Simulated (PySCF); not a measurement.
Gas-phase reaction: 2 PH3 + PO2 ⇌ 3 PH2 + O2

Computed with PySCF and rigid-rotor harmonic-oscillator thermochemistry at 1 bar. † marks an energy on the PBE0/def2-TZVP geometry and frequencies; other levels use their own. 6-31G* has spherical d functions here. Open shells (unrestricted): PO2 (multiplicity 2), PH2 (multiplicity 2), O2 (multiplicity 3); the rest are closed-shell singlets. B3LYP is the form with VWN-RPA correlation. PH2: computed as isolated molecules; such fragments, hydroxides, amides, oligomers or adducts are transient or little studied in the gas.

HF/def2-TZVP† gives ΔH°(298 K) = 427 kJ.

**Question.** What do B3LYP/6-31G*, ωB97X-V/def2-TZVP†, PBE0/def2-SVP† give?

**Answer.** B3LYP/6-31G*: 555 kJ; ωB97X-V/def2-TZVP†: 636 kJ; PBE0/def2-SVP†: 527 kJ. For scale, ΔH°(298 K) is 427 kJ at this level, 662 kJ at ωB97M-V/def2-TZVP†, and runs from 358 to 937 kJ over the 20 levels computed.
